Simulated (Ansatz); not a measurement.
# CF+ (SMILES [C+]F) at B3LYP/aug-cc-pVTZ

Aim: the vertical singlet–triplet gap of CF+ at B3LYP/aug-cc-pVTZ, from 2 runs. 

The calculation is run with Ansatz 0.2.0.

2 further runs of the same task are left out: 2 set aside as unsound or not needed.

## (1) The system as given

CF+: 2 atoms, total charge +1, spin state singlet. SMILES: `[C+]F`. The coordinates come from a PBE0-D4/def2-TZVP relaxation.

Bond lengths: C1–F2 1.153 Å.

## (2) A single-point energy at B3LYP/aug-cc-pVTZ

The input, input.yaml:

```yaml
crystal:
  periodic: [false, false, false]
  atoms:
    - {symbol: C, position_ang: [0.492270, -0.160830, 0.253170]}
    - {symbol: F, position_ang: [-0.492270, 0.160830, -0.253170]}
basis:
  gaussian:
    orbitals: aug-cc-pVTZ
total_charge: 1
hamiltonian:
  xc: {name: B3LYP}
accuracy: high
output: {orbitals: {seedname: orbitals}}
```

Run with:

```bash
ansatz run input.yaml --threads 1 --pin off --max-ram 3480MiB --events-out events.jsonl --progress --plain --runs-dir runs
```

Log:

```text
Warning: RAYON_NUM_THREADS=1 ignored (pool sized by the plan → 1); use --threads N
Functional definition: B3LYP
  name "B3LYP"
  parameter a0 = 0.2
  parameter ax = 0.72
  parameter ac = 0.81
  exchange = (1 - a0 - ax)*slater_x + ax*b88_x + a0*exact_x
  correlation = (1 - ac)*vwn_rpa_c + ac*lyp_c
1257 factors; integrals over basis functions are off by at most 3.3e-9 eV
mean field evaluation 1: about -3732.7613 eV, gradient 8.4e1 eV
mean field evaluation 2: about -3682.6880 eV, gradient 1.9e2 eV
mean field evaluation 4: about -3741.2698 eV, gradient 3.3e0 eV
mean field evaluation 8: about -3741.2887 eV, gradient 7.5e-2 eV
mean field evaluation 16: about -3741.2887 eV, gradient 2.8e-8 eV
mean field -3741.28874961 eV, -137.4898256116 hartree, gradient 3.8e-8 eV, S^2 0.000000; 0 other end points of the search recorded, 0 dependent functions left out
reference -3741.28877493 eV, -137.4898265422 hartree; 7, 7 occupied and 85, 85 virtual orbitals, 1257 factors
Total energy: -3741.28877493 eV, -137.4898265422 hartree
```

Wall time 2 s (1 thread of Arm Neoverse V2, shared host); peak memory 0.16 GiB.

## (3) The triplet

The input, job.yaml:

```yaml
crystal:
  periodic: [false, false, false]
  atoms:
    - symbol: C
      position_ang: [0.492270, -0.160830, 0.253170]
    - symbol: F
      position_ang: [-0.492270, 0.160830, -0.253170]
basis:
  gaussian:
    orbitals: aug-cc-pVTZ
hamiltonian:
  xc: {name: B3LYP}
output:
  orbitals: {seedname: orbitals}
magnetization:
  spin_polarized: true
  initial_magnetization: 2
total_charge: 1
accuracy: high
```

Run with:

```bash
ansatz run job.yaml --threads 1 --pin off --max-ram 3480MiB --events-out events.jsonl --progress --plain --runs-dir runs
```

Log:

```text
Warning: RAYON_NUM_THREADS=1 ignored (pool sized by the plan → 1); use --threads N
Functional definition: B3LYP
  name "B3LYP"
  parameter a0 = 0.2
  parameter ax = 0.72
  parameter ac = 0.81
  exchange = (1 - a0 - ax)*slater_x + ax*b88_x + a0*exact_x
  correlation = (1 - ac)*vwn_rpa_c + ac*lyp_c
1257 factors; integrals over basis functions are off by at most 3.3e-9 eV
mean field evaluation 1: about -3727.5574 eV, gradient 6.0e1 eV
mean field evaluation 2: about -3674.9128 eV, gradient 1.4e2 eV
mean field evaluation 4: about -3736.5666 eV, gradient 2.9e0 eV
mean field evaluation 8: about -3736.5971 eV, gradient 3.0e-2 eV
mean field evaluation 16: about -3736.5971 eV, gradient 3.2e-7 eV
mean field -3736.59711095 eV, -137.3174110708 hartree, gradient 5.1e-8 eV, S^2 2.005038; 0 other end points of the search recorded, 0 dependent functions left out
reference -3736.59713849 eV, -137.3174120829 hartree; 8, 6 occupied and 84, 86 virtual orbitals, 1257 factors
Total energy: -3736.59713849 eV, -137.3174120829 hartree
```

It took 3.3 s on 1 thread of Arm Neoverse V2, shared host; peak memory 0.19 GiB.

## (4) Outcome

At B3LYP/aug-cc-pVTZ:

| quantity | value |
| --- | --- |
| singlet: total energy | -137.48983 Eh |
| singlet: HOMO energy | -21.69 eV |
| singlet: LUMO energy | -12.88 eV |
| singlet: HOMO–LUMO gap | 8.81 eV |
| triplet: total energy | -137.31741 Eh |
| triplet: HOMO energy (highest over α and β) | -16.63 eV |
| triplet: ⟨S²⟩ | 2.005 |
| vertical energy of the triplet above the singlet | 4.692 eV |

At this shape the triplet lies 4.69 eV (453 kJ/mol) above the singlet.
